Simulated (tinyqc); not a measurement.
Worked calculation (part 1 of 2): CCSD on RHF in the sto-6g basis, for BH3, spin multiplicity 1. Computed by tinyqc, a small Python program that keeps every step (integrals from PySCF). Settings: charge = 0, multiplicity = 1, basis = sto-6g, method = RHF, energy threshold = 1e-10, iteration cap = 52, orthogonalisation = symmetric, start = core, DIIS depth = 6, amplitude equations = CCSD, DIIS depth for amplitudes = 6, cap on updates = 77. Command: `OMP_NUM_THREADS=1 python tinyqc.py 31567 31568 out.jsonl` (the two numbers bound the seeds that draw the settings). One thread of a shared host (Intel(R) Xeon(R) Processor @ 2.60GHz), about 0.4 s of CPU time with the checks. The early iterations of the SCF are left out here.

## One-electron integrals

Geometry (angstrom):
```
atom          x          y         z
B      0.000000   0.000000  0.026000
H      1.208000   0.000000  0.000000
H     -0.604000   1.046000  0.000000
H     -0.604000  -1.046000  0.000000
```

Basis sto-6g: exponents (1/bohr^2) and contraction coefficients of normalised primitives:
```
element  l (shell)    exponent  coefficient
B            s (1)  506.011147     0.009164
B            s (1)   92.776814     0.049362
B            s (1)   25.955658     0.168538
B            s (1)    8.916445     0.370563
B            s (1)    3.462507     0.416492
B            s (1)    1.426054     0.130334
B            s (2)   23.194575    -0.013253
B            s (2)    4.590810    -0.046992
B            s (2)    1.426819    -0.033785
B            s (2)    0.548948     0.250242
B            s (2)    0.238410     0.595117
B            s (2)    0.109280     0.240706
B            p (3)   23.194575     0.003760
B            p (3)    4.590810     0.037679
B            p (3)    1.426819     0.173897
B            p (3)    0.548948     0.418036
B            p (3)    0.238410     0.425859
B            p (3)    0.109280     0.101708
H            s (1)   35.523221     0.009164
H            s (1)    6.513144     0.049361
H            s (1)    1.822143     0.168538
H            s (1)    0.625955     0.370563
H            s (1)    0.243077     0.416492
H            s (1)    0.100112     0.130334
```

Overlap, kinetic and nuclear-attraction integrals over the contracted functions; the nuclear repulsion is the sum of Za Zb / Rab.

nuclear repulsion = 7.32868646 hartree

overlap S, lower triangle:
```
           1B 1s     1B 2s     1B 2px     1B 2py     1B 2pz     2H 1s     3H 1s     4H 1s
1B 1s   1.000000
1B 2s   0.264891  1.000000
1B 2px  0.000000  0.000000   1.000000
1B 2py  0.000000  0.000000   0.000000   1.000000
1B 2pz  0.000000  0.000000   0.000000   0.000000   1.000000
2H 1s   0.066310  0.466821   0.481967   0.000000  -0.010373  1.000000
3H 1s   0.066330  0.466891  -0.241035   0.417421  -0.010376  0.103328  1.000000
4H 1s   0.066330  0.466891  -0.241035  -0.417421  -0.010376  0.103328  0.103368  1.000000
```

kinetic energy T (hartree), lower triangle:
```
            1B 1s     1B 2s     1B 2px     1B 2py     1B 2pz      2H 1s      3H 1s     4H 1s
1B 1s   10.947243
1B 2s   -0.333880  0.374498
1B 2px   0.000000  0.000000   1.125026
1B 2py   0.000000  0.000000   0.000000   1.125026
1B 2pz   0.000000  0.000000   0.000000   0.000000   1.125026
2H 1s   -0.011014  0.083722   0.221899   0.000000  -0.004776   0.768522
3H 1s   -0.011013  0.083756  -0.110994   0.192219  -0.004778  -0.012084   0.768522
4H 1s   -0.011013  0.083756  -0.110994  -0.192219  -0.004778  -0.012084  -0.012083  0.768522
```

nuclear attraction V (hartree), lower triangle:
```
             1B 1s      1B 2s     1B 2px     1B 2py     1B 2pz      2H 1s      3H 1s      4H 1s
1B 1s   -24.705698
1B 2s    -3.092247  -5.020582
1B 2px    0.000006   0.000043  -5.079332
1B 2py    0.000000   0.000000   0.000000  -5.079329
1B 2pz    0.001223   0.010218  -0.000001   0.000000  -4.902641
2H 1s    -0.853081  -2.052695  -2.006993   0.000000   0.045251  -3.905892
3H 1s    -0.853352  -2.053102   1.003773  -1.738304   0.045263  -0.436700  -3.906150
4H 1s    -0.853352  -2.053102   1.003773   1.738304   0.045263  -0.436700  -0.436875  -3.906150
```

core Hamiltonian H = T + V (hartree), lower triangle:
```
             1B 1s      1B 2s     1B 2px     1B 2py     1B 2pz      2H 1s      3H 1s      4H 1s
1B 1s   -13.758455
1B 2s    -3.426127  -4.646084
1B 2px    0.000006   0.000043  -3.954305
1B 2py    0.000000   0.000000   0.000000  -3.954302
1B 2pz    0.001223   0.010218  -0.000001   0.000000  -3.777614
2H 1s    -0.864096  -1.968973  -1.785095   0.000000   0.040475  -3.137370
3H 1s    -0.864364  -1.969346   0.892779  -1.546085   0.040485  -0.448784  -3.137628
4H 1s    -0.864364  -1.969346   0.892779   1.546085   0.040485  -0.448784  -0.448958  -3.137628
```

## Two-electron integrals

Functions are numbered as in S; the eight-fold symmetry (ij|kl) = (ji|kl) = (kl|ij) leaves the list below.

Two-electron integrals (ij|kl) in chemists' order, unique and non-zero (hartree):
```
(11|11) 2.924993    (21|11) 0.480756    (21|21) 0.099484    (22|11) 0.743449
(22|21) 0.188967    (22|22) 0.544922    (31|31) 0.021096    (32|31) 0.030854
(32|32) 0.120443    (33|11) 0.743450    (33|21) 0.188967    (33|22) 0.544922
(33|33) 0.587109    (41|41) 0.021096    (42|41) 0.030854    (42|42) 0.120443
(43|43) 0.031641    (44|11) 0.743450    (44|21) 0.188967    (44|22) 0.544922
(44|33) 0.523827    (44|44) 0.587109    (51|51) 0.021096    (52|51) 0.030854
(52|52) 0.120443    (53|53) 0.031641    (54|54) 0.031641    (55|11) 0.743450
(55|21) 0.188967    (55|22) 0.544922    (55|33) 0.523827    (55|44) 0.523827
(55|55) 0.587109    (61|11) 0.125148    (61|21) 0.025060    (61|22) 0.047111
(61|31) 0.001965    (61|32) 0.003722    (61|33) 0.047625    (61|44) 0.046854
(61|51) -0.000042   (61|52) -0.000080   (61|53) -0.000017   (61|55) 0.046854
(61|61) 0.006550    (62|11) 0.278012    (62|21) 0.071732    (62|22) 0.225049
(62|31) 0.008387    (62|32) 0.047891    (62|33) 0.237374    (62|44) 0.218882
(62|51) -0.000181   (62|52) -0.001031   (62|53) -0.000398   (62|55) 0.218891
(62|61) 0.019129    (62|62) 0.124979    (63|11) 0.254255    (63|21) 0.066579
(63|22) 0.220073    (63|31) 0.014520    (63|32) 0.077584    (63|33) 0.243329
(63|44) 0.208441    (63|51) -0.000144   (63|52) -0.000922   (63|53) -0.000554
(63|55) 0.208448    (63|61) 0.018734    (63|62) 0.143307    (63|63) 0.175246
(64|41) 0.007816    (64|42) 0.034758    (64|43) 0.009144    (64|54) -0.000197
(64|64) 0.014365    (65|11) -0.005472   (65|21) -0.001433   (65|22) -0.004737
(65|31) -0.000144   (65|32) -0.000922   (65|33) -0.004844   (65|44) -0.004486
(65|51) 0.007819    (65|52) 0.034778    (65|53) 0.009152    (65|55) -0.004880
(65|61) -0.000403   (65|62) -0.003084   (65|63) -0.003463   (65|65) 0.014439
(66|11) 0.431483    (66|21) 0.113717    (66|22) 0.400828    (66|31) 0.016857
(66|32) 0.124681    (66|33) 0.448580    (66|44) 0.376935    (66|51) -0.000363
(66|52) -0.002684   (66|53) -0.001542   (66|55) 0.376968    (66|61) 0.031163
(66|62) 0.279226    (66|63) 0.349086    (66|65) -0.007513   (66|66) 0.774999
(71|11) 0.125187    (71|21) 0.025068    (71|22) 0.047126    (71|31) -0.000983
(71|32) -0.001862   (71|33) 0.047061    (71|41) 0.001703    (71|42) 0.003224
(71|43) -0.000334   (71|44) 0.047447    (71|51) -0.000042   (71|52) -0.000080
(71|53) 0.000008    (71|54) -0.000014   (71|55) 0.046869    (71|61) 0.006246
(71|62) 0.017356    (71|63) 0.015686    (71|64) 0.000765    (71|65) -0.000366
(71|66) 0.027271    (71|71) 0.006554    (72|11) 0.278069    (72|21) 0.071747
(72|22) 0.225091    (72|31) -0.004195   (72|32) -0.023952   (72|33) 0.223548
(72|41) 0.007265    (72|42) 0.041479    (72|43) -0.008009   (72|44) 0.232792
(72|51) -0.000181   (72|52) -0.001031   (72|53) 0.000199    (72|54) -0.000345
(72|55) 0.218932    (72|61) 0.017354    (72|62) 0.084454    (72|63) 0.077004
(72|64) 0.010131    (72|65) -0.002035   (72|66) 0.145479    (72|71) 0.019139
(72|72) 0.125019    (73|11) -0.127162   (73|21) -0.033298   (73|22) -0.110064
(73|31) 0.009495    (73|32) 0.045476    (73|33) -0.115469   (73|41) -0.002904
(73|42) -0.018548   (73|43) 0.011515    (73|44) -0.110472   (73|51) 0.000072
(73|52) 0.000461    (73|53) -0.000286   (73|54) 0.000155    (73|55) -0.104250
(73|61) -0.007181   (73|62) -0.029730   (73|63) -0.019538   (73|64) -0.002513
(73|65) 0.000705    (73|66) -0.043589   (73|71) -0.009373   (73|72) -0.071681
(73|73) 0.054609    (74|11) 0.220217    (74|21) 0.057666    (74|22) 0.190607
(74|31) -0.002904   (74|32) -0.018548   (74|33) 0.184128    (74|41) 0.012847
(74|42) 0.066887    (74|43) -0.010799   (74|44) 0.207155    (74|51) -0.000125
(74|52) -0.000798   (74|53) 0.000155    (74|54) -0.000465   (74|55) 0.180539
(74|61) 0.013965    (74|62) 0.071747    (74|63) 0.065158    (74|64) 0.016635
(74|65) -0.001692   (74|66) 0.123766    (74|71) 0.016231    (74|72) 0.124137
(74|73) -0.069685   (74|74) 0.135050    (75|11) -0.005474   (75|21) -0.001433
(75|22) -0.004738   (75|31) 0.000072    (75|32) 0.000461    (75|33) -0.004577
(75|41) -0.000125   (75|42) -0.000798   (75|43) 0.000155    (75|44) -0.004755
(75|51) 0.007821    (75|52) 0.034785    (75|53) -0.004577   (75|54) 0.007927
(75|55) -0.004881   (75|61) -0.000366   (75|62) -0.002035   (75|63) -0.001818
(75|64) -0.000236   (75|65) 0.008913    (75|66) -0.003676   (75|71) -0.000403
(75|72) -0.003086   (75|73) 0.001732    (75|74) -0.003000   (75|75) 0.014445
(76|11) 0.059176    (76|21) 0.015249    (76|22) 0.048365    (76|31) 0.000752
(76|32) 0.004315    (76|33) 0.048841    (76|41) 0.001302    (76|42) 0.007473
(76|43) 0.000359    (76|44) 0.049256    (76|51) -0.000065   (76|52) -0.000371
(76|53) -0.000053   (76|54) -0.000092   (76|55) 0.046998    (76|61) 0.003913
(76|62) 0.023097    (76|63) 0.024508    (76|64) 0.002492    (76|65) -0.000620
(76|66) 0.046878    (76|71) 0.003914    (76|72) 0.023100    (76|73) -0.010098
(76|74) 0.022472    (76|75) -0.000621   (76|76) 0.005321    (77|11) 0.431528
(77|21) 0.113729    (77|22) 0.400859    (77|31) -0.008431   (77|32) -0.062354
(77|33) 0.394881    (77|41) 0.014600    (77|42) 0.107983    (77|43) -0.031028
(77|44) 0.430699    (77|51) -0.000363   (77|52) -0.002684   (77|53) 0.000771
(77|54) -0.001336   (77|55) 0.376997    (77|61) 0.027265    (77|62) 0.145463
(77|63) 0.128970    (77|64) 0.024139    (77|65) -0.003676   (77|66) 0.252291
(77|71) 0.031176    (77|72) 0.279277    (77|73) -0.174588   (77|74) 0.302349
(77|75) -0.007515   (77|76) 0.046878    (77|77) 0.774999    (81|11) 0.125187
(81|21) 0.025068    (81|22) 0.047126    (81|31) -0.000983   (81|32) -0.001862
(81|33) 0.047061    (81|41) -0.001703   (81|42) -0.003224   (81|43) 0.000334
(81|44) 0.047447    (81|51) -0.000042   (81|52) -0.000080   (81|53) 0.000008
(81|54) 0.000014    (81|55) 0.046869    (81|61) 0.006246    (81|62) 0.017356
(81|63) 0.015686    (81|64) -0.000765   (81|65) -0.000366   (81|66) 0.027271
(81|71) 0.006248    (81|72) 0.017360    (81|73) -0.008508   (81|74) 0.013204
(81|75) -0.000366   (81|76) 0.003622    (81|77) 0.027274    (81|81) 0.006554
(82|11) 0.278069    (82|21) 0.071747    (82|22) 0.225091    (82|31) -0.004195
(82|32) -0.023952   (82|33) 0.223548    (82|41) -0.007265   (82|42) -0.041479
(82|43) 0.008009    (82|44) 0.232792    (82|51) -0.000181   (82|52) -0.001031
(82|53) 0.000199    (82|54) 0.000345    (82|55) 0.218932    (82|61) 0.017354
(82|62) 0.084454    (82|63) 0.077004    (82|64) -0.010131   (82|65) -0.002035
(82|66) 0.145479    (82|71) 0.017360    (82|72) 0.084472    (82|73) -0.047290
(82|74) 0.061629    (82|75) -0.002036   (82|76) 0.017093    (82|77) 0.145495
(82|81) 0.019139    (82|82) 0.125019    (83|11) -0.127162   (83|21) -0.033298
(83|22) -0.110064   (83|31) 0.009495    (83|32) 0.045476    (83|33) -0.115469
(83|41) 0.002904    (83|42) 0.018548    (83|43) -0.011515   (83|44) -0.110472
(83|51) 0.000072    (83|52) 0.000461    (83|53) -0.000286   (83|54) -0.000155
(83|55) -0.104250   (83|61) -0.007181   (83|62) -0.029730   (83|63) -0.019538
(83|64) 0.002513    (83|65) 0.000705    (83|66) -0.043589   (83|71) -0.008508
(83|72) -0.047290   (83|73) 0.034734    (83|74) -0.033845   (83|75) 0.001113
(83|76) -0.007481   (83|77) -0.085417   (83|81) -0.009373   (83|82) -0.071681
(83|83) 0.054609    (84|11) -0.220217   (84|21) -0.057666   (84|22) -0.190607
(84|31) 0.002904    (84|32) 0.018548    (84|33) -0.184128   (84|41) 0.012847
(84|42) 0.066887    (84|43) -0.010799   (84|44) -0.207155   (84|51) 0.000125
(84|52) 0.000798    (84|53) -0.000155   (84|54) -0.000465   (84|55) -0.180539
(84|61) -0.013965   (84|62) -0.071747   (84|63) -0.065158   (84|64) 0.016635
(84|65) 0.001692    (84|66) -0.123766   (84|71) -0.013204   (84|72) -0.061629
(84|73) 0.033845    (84|74) -0.037619   (84|75) 0.001457    (84|76) -0.012955
(84|77) -0.099632   (84|81) -0.016231   (84|82) -0.124137   (84|83) 0.069685
(84|84) 0.135050    (85|11) -0.005474   (85|21) -0.001433   (85|22) -0.004738
(85|31) 0.000072    (85|32) 0.000461    (85|33) -0.004577   (85|41) 0.000125
(85|42) 0.000798    (85|43) -0.000155   (85|44) -0.004755   (85|51) 0.007821
(85|52) 0.034785    (85|53) -0.004577   (85|54) -0.007927   (85|55) -0.004881
(85|61) -0.000366   (85|62) -0.002035   (85|63) -0.001818   (85|64) 0.000236
(85|65) 0.008913    (85|66) -0.003676   (85|71) -0.000366   (85|72) -0.002036
(85|73) 0.001113    (85|74) -0.001457   (85|75) 0.008915    (85|76) -0.000447
(85|77) -0.003677   (85|81) -0.000403   (85|82) -0.003086   (85|83) 0.001732
(85|84) 0.003000    (85|85) 0.014445    (86|11) 0.059176    (86|21) 0.015249
(86|22) 0.048365    (86|31) 0.000752    (86|32) 0.004315    (86|33) 0.048841
(86|41) -0.001302   (86|42) -0.007473   (86|43) -0.000359   (86|44) 0.049256
(86|51) -0.000065   (86|52) -0.000371   (86|53) -0.000053   (86|54) 0.000092
(86|55) 0.046998    (86|61) 0.003913    (86|62) 0.023097    (86|63) 0.024508
(86|64) -0.002492   (86|65) -0.000620   (86|66) 0.046878    (86|71) 0.003622
(86|72) 0.017093    (86|73) -0.007481   (86|74) 0.012955    (86|75) -0.000447
(86|76) 0.004176    (86|77) 0.028890    (86|81) 0.003914    (86|82) 0.023100
(86|83) -0.010098   (86|84) -0.022472   (86|85) -0.000621   (86|86) 0.005321
(87|11) 0.059199    (87|21) 0.015255    (87|22) 0.048384    (87|31) -0.001504
(87|32) -0.008634   (87|33) 0.049483    (87|44) 0.048652    (87|51) -0.000065
(87|52) -0.000372   (87|53) 0.000106    (87|55) 0.047016    (87|61) 0.003622
(87|62) 0.017096    (87|63) 0.014963    (87|65) -0.000447   (87|66) 0.028899
(87|71) 0.003916    (87|72) 0.023110    (87|73) -0.014422   (87|74) 0.019988
(87|75) -0.000621   (87|76) 0.004178    (87|77) 0.046899    (87|81) 0.003916
(87|82) 0.023110    (87|83) -0.014422   (87|84) -0.019988   (87|85) -0.000621
(87|86) 0.004178    (87|87) 0.005325    (88|11) 0.431528    (88|21) 0.113729
(88|22) 0.400859    (88|31) -0.008431   (88|32) -0.062354   (88|33) 0.394881
(88|41) -0.014600   (88|42) -0.107983   (88|43) 0.031028    (88|44) 0.430699
(88|51) -0.000363   (88|52) -0.002684   (88|53) 0.000771    (88|54) 0.001336
(88|55) 0.376997    (88|61) 0.027265    (88|62) 0.145463    (88|63) 0.128970
(88|64) -0.024139   (88|65) -0.003676   (88|66) 0.252291    (88|71) 0.027274
(88|72) 0.145495    (88|73) -0.085417   (88|74) 0.099632    (88|75) -0.003677
(88|76) 0.028890    (88|77) 0.252319    (88|81) 0.031176    (88|82) 0.279277
(88|83) -0.174588   (88|84) -0.302349   (88|85) -0.007515   (88|86) 0.046878
(88|87) 0.046899    (88|88) 0.774999
```

## Orthogonalisation

S = U s U^T; symmetric (Loewdin) form X = U s^(-1/2) U^T, so that X^T S X = 1.

eigenvalues of S: 0.266130  0.355736  0.355758  0.951493  1.000644  1.540896  1.540927  1.988416

X, lower triangle:
```
            1B 1s      1B 2s     1B 2px     1B 2py    1B 2pz      2H 1s      3H 1s     4H 1s
1B 1s    1.031744
1B 2s   -0.173838   1.413871
1B 2px   0.000004  -0.000068   1.203113
1B 2py   0.000000   0.000000   0.000000   1.203122
1B 2pz   0.000761  -0.008384   0.000002   0.000000  1.000182
2H 1s    0.024526  -0.336017  -0.354187   0.000000  0.007323   1.261531
3H 1s    0.024526  -0.336117   0.177154  -0.306785  0.007326  -0.017472   1.261632
4H 1s    0.024526  -0.336117   0.177154   0.306785  0.007326  -0.017472  -0.017461  1.261632
```

## Iteration 7 (converged): orbitals

converged F (hartree), lower triangle:
```
            1B 1s      1B 2s     1B 2px     1B 2py    1B 2pz      2H 1s      3H 1s      4H 1s
1B 1s   -7.523150
1B 2s   -2.113043  -1.049270
1B 2px   0.000002   0.000038  -0.196844
1B 2py   0.000000   0.000000   0.000000  -0.196859
1B 2pz  -0.000448   0.006766  -0.000002   0.000000  0.235312
2H 1s   -0.535291  -0.553180  -0.393481   0.000000  0.006510  -0.395739
3H 1s   -0.535455  -0.553270   0.196777  -0.340779  0.006512  -0.149606  -0.395827
4H 1s   -0.535455  -0.553270   0.196777   0.340779  0.006512  -0.149606  -0.149662  -0.395827
```

Diagonalise F' = X^T F X, C = X C', fill 4 alpha and 4 beta electrons from the bottom; D = 2 C_occ C_occ^T. Each column has its largest component positive (the first on a tie).

F' = X^T F X (hartree), lower triangle:
```
           1          2          3          4         5          6          7         8
1  -7.350494
2  -1.112567  -0.132076
3  -0.000003  -0.000041   0.171843
4   0.000000   0.000000   0.000000   0.171835
5   0.000053  -0.005090   0.000000   0.000000  0.235593
6  -0.077754  -0.399072  -0.484139   0.000000  0.008046   0.050580
7  -0.077810  -0.399153   0.242121  -0.419316  0.008048  -0.044476   0.050621
8  -0.077810  -0.399153   0.242121   0.419316  0.008048  -0.044476  -0.044473  0.050621
```

orbital energies (hartree): MO1 -7.525592, MO2 -0.661734, MO3 -0.460777, MO4 -0.460773, MO5 0.235234, MO6 0.666772, MO7 0.727687, MO8 0.727707

coefficients C:
```
              MO1        MO2        MO3        MO4        MO5        MO6        MO7        MO8
1B 1s    0.994277  -0.218408   0.000000  -0.000025  -0.008439  -0.245276   0.000366   0.000000
1B 2s    0.024152   0.558825   0.000000   0.000097   0.039852   1.433079  -0.002257   0.000000
1B 2px  -0.000001  -0.000063   0.000000   0.506270   0.000000   0.001661   1.174472   0.000000
1B 2py   0.000000   0.000000   0.506277   0.000000   0.000000   0.000000   0.000000   1.174487
1B 2pz  -0.000081  -0.003990   0.000000   0.000001   0.999250  -0.045598   0.000069   0.000000
2H 1s   -0.004224   0.281876   0.000000   0.519721  -0.013108  -0.733159  -0.971497   0.000000
3H 1s   -0.004225   0.281968   0.450062  -0.259800  -0.013105  -0.731083   0.487469  -0.842377
4H 1s   -0.004225   0.281968  -0.450062  -0.259800  -0.013105  -0.731083   0.487469   0.842377
```

D after iteration 7, lower triangle:
```
            1B 1s      1B 2s     1B 2px     1B 2py     1B 2pz      2H 1s      3H 1s     4H 1s
1B 1s    2.072580
1B 2s   -0.196077   0.625736
1B 2px   0.000000   0.000029   0.512618
1B 2py   0.000000   0.000000   0.000000   0.512632
1B 2pz   0.001583  -0.004463   0.000001   0.000000   0.000032
2H 1s   -0.131554   0.314936   0.526203   0.000000  -0.002248   0.699164
3H 1s   -0.131557   0.314886  -0.263093   0.455712  -0.002250  -0.111051   0.699151
4H 1s   -0.131557   0.314886  -0.263093  -0.455712  -0.002250  -0.111051  -0.111073  0.699151
```

Within a degenerate level the vectors are fixed only up to a rotation; this is one choice.

## Convergence

Stop when the energy changes by less than 1e-10 hartree and every element of the error matrix X^T (F D S - S D F) X is below 3e-06.

Course of the cycle:
```
iteration   E (hartree)     change  largest element of the error matrix
1          -24.12634060          -                             7.70e-01
2          -26.31775685  -2.19e+00                             1.14e-01
3          -26.32555395  -7.80e-03                             9.83e-03
4          -26.32558514  -3.12e-05                             4.61e-04
5          -26.32558563  -4.85e-07                             6.69e-05
6          -26.32558563  -5.16e-09                             8.02e-07
7          -26.32558563  -7.32e-13                             2.21e-07
```

PySCF RHF in the same basis = -26.32558563 hartree

Converged in 7 iterations.
